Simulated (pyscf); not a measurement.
Single points on ωB97X-D3(BJ)/def2-SVP structures (PySCF, gas phase). MP2 and CC: frozen core, UHF for open shells. ΔMP2 is the change of the MP2 total energy from the triple- to the quadruple-zeta basis.

Problem. HO–AsH₂ (SMILES O[AsH2]) + SiH₂ (SMILES [SiH2]) [singlet] -> HO–SiH₂–AsH₂ (SMILES O[SiH2][AsH2])
Surface: singlet. Broken: As–O. Formed: As–Si, O–Si. Give ΔE‡ and ΔE from CCSD(T)/def2-TZVPP + ΔMP2(QZVPP), relative to the separated reactants.

Solution. ΔE‡ = -62.7 kJ/mol, ΔE = -381.1 kJ/mol. Zero-point energy shifts the barrier by +10.9 kJ/mol. It is an insertion, with an imaginary mode of 332i cm⁻¹. On the reactant side the descent ends in an adduct with a O–Si contact, 93.5 kJ/mol under the separated species and 11.2 kJ/mol under the saddle at ωB97X-D3(BJ)/def2-TZVP. At CCSD(T) the saddle lies under the separated reactants, which points to a path from their complex (located at ωB97X-D3(BJ) alone). What is counted as formed (O–Si) is already present as a longer contact in the reactant adduct; forming that adduct is a step of its own. At ωB97X-D3(BJ) the barrier from the zero used here is -82.4 kJ/mol. This is the saddle that the search found; another between the same sides may lie lower. The CCSD(T) − MP2 part came from Ansatz, without density fitting, on the same reference. The frozen core leaves the outer d or s,p core shells of the metals and heavy elements correlated in the MP2 and CC values, and def2-TZVPP describes them poorly, which can shift differences by a few kcal/mol. Elements up to Kr have no core potential and no relativistic terms here.
